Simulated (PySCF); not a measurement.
Molecule: `InChI=1S/C4H12N2/c1-4(3-5)6-2/h4,6H,3,5H2,1-2H3/t4-/m0/s1`.

Geometry (Å), atoms numbered from 1 in this order:
```xyz
18

C     2.0699   -0.2816    0.6828
N     0.9085   -0.5051   -0.1508
C    -0.2662    0.2850    0.1885
C    -0.1725    1.7546   -0.2357
C    -1.4837   -0.3906   -0.4540
N    -1.6767   -1.6962    0.1526
H     2.4681    0.7429    0.6439
H     1.8046   -0.5067    1.7160
H     2.8572   -0.9669    0.3707
H     1.1484   -0.3543   -1.1272
H    -0.3872    0.2233    1.2753
H     0.6947    2.2299    0.2175
H    -0.0840    1.8291   -1.3190
H    -1.0606    2.2969    0.0771
H    -2.3806    0.2077   -0.2679
H    -1.3239   -0.4341   -1.5461
H    -0.7849   -2.1824    0.1486
H    -2.3397   -2.2452   -0.3840
```

Frames of a GFN2-xTB Langevin trajectory at 300 K; GIAO PBE0/pcSseg-1 shieldings in PySCF, gas phase, non-relativistic; equivalent atoms averaged within each frame.

Referencing at the same level of theory: $^{13}$C (186.93 ppm) and $^{1}$H (31.72 ppm) against TMS; $^{15}$N (267.73 ppm) against NH3. The references are static minima.

How do the shifts (ppm) fluctuate along the trajectory?

Answers


| time (fs) | C5 | C3 | C1 | C4 | N2 | N6 | H15 | H16 | H7/H8/H9 | H11 |
| --- | --- | --- | --- | --- | --- | --- | --- | --- | --- | --- |
| optimised geometry | 54.9 | 60.4 | 37.2 | 18.3 | 55.5 | 33.0 | 2.82 | 2.61 | 2.68 | 2.35 |
| 250 | 54.6 | 48.3 | 35.1 | 31.4 | 60.0 | 34.8 | 3.46 | 2.93 | 2.78 | 2.42 |
| 425 | 62.4 | 62.0 | 35.7 | 22.5 | 48.7 | 54.2 | 2.80 | 3.87 | 2.59 | 3.31 |
| 625 | 58.5 | 70.4 | 37.6 | 18.7 | 72.5 | 50.3 | 2.78 | 2.60 | 2.47 | 2.47 |
| 800 | 51.5 | 59.9 | 40.5 | 9.6 | 50.0 | 27.2 | 2.22 | 2.19 | 3.48 | 2.08 |
| 1000 | 53.4 | 72.0 | 37.7 | 24.3 | 56.3 | 42.5 | 2.75 | 2.80 | 2.43 | 3.00 |
| mean of frames | 56.1 | 62.5 | 37.3 | 21.3 | 57.5 | 41.8 | 2.80 | 2.88 | 2.75 | 2.65 |
| standard deviation | 4.4 | 9.5 | 2.1 | 8.0 | 9.6 | 11.0 | 0.44 | 0.62 | 0.43 | 0.49 |

5 frames give an uncertainty of the mean of about the standard deviation over 2.2 at best, since frames this close in time may not be independent; classical motion lacks zero-point vibration, and the reference would need the same averaging.
